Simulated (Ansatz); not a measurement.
C₃H₃NO, SMILES `NC=C=C=O`. Charge 0, multiplicity 1. Geometry: relaxed with PBE0-D4/def2-TZVP. It is one conformer, not always the lowest.

```xyz
8

N     0.571   -0.780   -1.214
C     0.420    0.048   -0.173
C    -0.706    0.146    0.554
C    -1.146    0.810    1.562
O    -1.687    1.328    2.456
H    -0.192   -1.376   -1.487
H     1.430   -0.821   -1.730
H     1.310    0.646    0.032
```

(1) What is the dipole moment at ωB97M-V/def2-TZVPP? (An estimate is asked.)

(2) And with PBE, r2SCAN, B3LYP? (Best estimate.)

(3) Give the Mulliken charges with ωB97M-V, r2SCAN, B3LYP in def2-TZVPP. (Best estimate.)

Answers

(1) Ansatz gave: 5.46 D, with components (3.59, -1.59, -3.80) D in this frame, pointing from negative to positive charge.

(2) Computed: PBE 5.34 D, r2SCAN 5.49 D, B3LYP 5.49 D.

(3) The calculation gave: 
```json
{"atom": "N1", "ωB97M-V": "-0.16", "r2SCAN": "-0.24", "B3LYP": "-0.20"}
{"atom": "C2", "ωB97M-V": "0.04", "r2SCAN": "0.12", "B3LYP": "0.04"}
{"atom": "C3", "ωB97M-V": "-0.35", "r2SCAN": "-0.36", "B3LYP": "-0.32"}
{"atom": "C4", "ωB97M-V": "0.27", "r2SCAN": "0.25", "B3LYP": "0.21"}
{"atom": "O5", "ωB97M-V": "-0.22", "r2SCAN": "-0.23", "B3LYP": "-0.20"}
{"atom": "H6", "ωB97M-V": "0.15", "r2SCAN": "0.19", "B3LYP": "0.18"}
{"atom": "H7", "ωB97M-V": "0.14", "r2SCAN": "0.18", "B3LYP": "0.17"}
{"atom": "H8", "ωB97M-V": "0.12", "r2SCAN": "0.08", "B3LYP": "0.12"}
```

B3LYP here is the variant with VWN-RPA as its local correlation; programs differ in this.
